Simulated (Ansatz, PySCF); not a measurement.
Dissociation curve of C2H3N, SMILES C(C)#N. The C2–N6 bond (C2 also carries C; N6 carries nothing else) is pulled apart rigidly from the PBE0/def2-TZVP optimised geometry. Each curve is given relative to its own lowest point near equilibrium.

```tsv
R / Å	A	B	C	D
0.87	220.4	224.8	257.6	227.1
0.92	132.0	135.7	159.7	138.0
0.96	82.3	85.5	103.6	87.6
1.03	28.5	30.7	40.8	32.5
1.10	4.6	5.6	9.9	6.7
1.15	0.0	0.0	1.3	0.3
1.18	0.8	0.2	0.0	0.0
1.24	8.8	6.5	4.1	5.0
1.28	17.5	14.0	10.4	11.3
1.32	28.1	23.2	18.9	19.1
1.43	62.5	53.7	48.6	45.2
1.55	101.4	89.5	85.5	75.8
1.71	146.0	—	133.2	156.8
1.90	184.1	—	181.9	223.1
2.05	204.4	—	212.7	255.4
2.35	224.5	—	255.8	—
2.54	229.1	—	272.8	—
2.79	231.5	—	287.4	—
3.10	232.6	—	298.1	—
3.46	233.0	—	305.2	—
4.05	233.3	—	311.1	—
```

Energies in kcal/mol.

Q: Match the curves with the methods CCSD(T) on RHF/cc-pVTZ, frozen core run with Ansatz (an electronic-structure program); restricted B3LYP/LANL2DZ (PySCF); MP2 on RHF/cc-pVTZ, frozen core (Ansatz); CCSD on UHF/cc-pVTZ, frozen core in Ansatz.

A: A is UCCSD; B is RCCSD(T); C is RKS-B3LYP/LANL2DZ; D is RMP2.

Dashes: no converged value, or the column stops at the first point that the program doubted or that broke a chosen test of continuity, which isn't proof of a fault.

The restricted form behind RMP2, RKS-B3LYP/LANL2DZ keeps the bonding electrons paired and can't separate into open-shell fragments. The T1 diagnostic of CCSD on the restricted reference of RMP2, RCCSD(T) exceeds 0.045 at 1.71 to 4.05 Å. The unrestricted solution behind UCCSD changes between 1.32 and 1.43 Å and between 1.71 and 1.90 Å, which can leave a kink. The unrestricted determinant behind UCCSD is spin-contaminated at 1.24 to 4.05 Å (<S²> up to 3.0, against 0.00 for a pure singlet).
